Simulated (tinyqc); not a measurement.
Ways to converge the cycle: SCF convergence aids in the sto-6g basis, for H2F+, spin multiplicity 1. Computed by the program tinyqc with PySCF. RHF with one setting changed at a time; a run stops when the energy changes by less than 1e-09 hartree and the error matrix is below 1e-5. The start is random orbitals. Damping d keeps d of the old density; a shift (hartree) raises the virtual levels; DIIS n extrapolates F over n matrices.

Geometry (angstrom):
```
atom       x        y       z
F     0.0000   0.0000  0.0000
H     0.0000   0.7640  0.5350
H     0.0000  -0.8170  0.5720
```

lowest restricted solution found by these runs and by PySCF = -99.785299 hartree

Largest element of the error matrix X^T (FDS - SDF) X:
```
iteration    plain  damping 0.3  damping 0.6  shift 0.4   DIIS 3   DIIS 8
1          1.6e+01      1.6e+01      1.6e+01    1.6e+01  1.6e+01  1.6e+01
2          5.7e-01      4.5e+00      9.2e+00    5.4e-01  5.7e-01  5.7e-01
3          5.3e-02      1.3e+00      5.4e+00    2.4e-01  5.1e-02  5.1e-02
4          2.1e-02      4.1e-01      3.2e+00    1.1e-01  2.1e-02  2.1e-02
5          9.4e-03      1.3e-01      1.9e+00    5.2e-02  3.3e-03  3.2e-03
6          4.1e-03      3.9e-02      1.2e+00    2.7e-02  7.4e-04  7.1e-04
8          8.0e-04      7.4e-03      4.2e-01    9.2e-03  1.8e-05  1.4e-05
10         1.6e-04      2.7e-03      1.5e-01    3.2e-03        -        -
14         5.8e-06      3.7e-04      2.0e-02    3.7e-04        -        -
20               -      1.9e-05      1.8e-03    1.5e-05        -        -
30               -            -      1.4e-04          -        -        -
45               -            -      3.2e-06          -        -        -
```

How each run ends:
```
run          iterations  E (hartree)         state
plain                14   -99.785299  lowest found
damping 0.3          22   -99.785299  lowest found
damping 0.6          47   -99.785299  lowest found
shift 0.4            21   -99.785299  lowest found
DIIS 3                9   -99.785299  lowest found
DIIS 8                9   -99.785299  lowest found
```

What does the comparison show, and why?

6 of 6 runs reach the lowest restricted solution found, in 9 to 47 iterations (fastest: DIIS 3, DIIS 8). Plain steps already contract here, so damping only slows them. DIIS 3 and DIIS 8 gain by cancelling the error over several earlier matrices, much as a quasi-Newton step does.
